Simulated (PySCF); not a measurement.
Shieldings and the share of exact exchange

Molecule: SMILES FC1=C(F)CC1, C4H4F2.

Structure with atom numbers: `[F:1][C:2]1=[C:3]([F:4])[CH2:5][CH2:6]1`. Each H is labelled by its parent atom.

GIAO shieldings (ppm, equivalent atoms averaged) in PySCF on the PBE0-D3(BJ)/def2-SVP geometry, basis pcSseg-2, gas phase, non-relativistic:

```csv
functional,exact exchange (%),σ(F1/F4),σ(C5/C6)
BLYP,0,279.7,147.4
BP86,0,279.1,152.0
PBE,0,277.5,152.5
PBE0,25,295.8,158.3
mPW1PW91,25,296.1,157.4
BHandHLYP,50,314.6,159.1
HF,100,343.2,168.6
```

Q: Fit each shielding as a line in the percentage of exact exchange.

A: σ(F1/F4) = 279.3 + 0.65 x (rms 1.3 ppm); σ(C5/C6) = 151.4 + 0.18 x (rms 2.0 ppm). The functionals also differ in their semilocal parts, which the line can't hold; Hartree–Fock has no correlation at all.

Q: What does the line predict for B3LYP (20 %), and what does the run give?

A: σ(F1/F4): 292.3 predicted, 294.7 computed; σ(C5/C6): 155.0 predicted, 152.7 computed ppm.
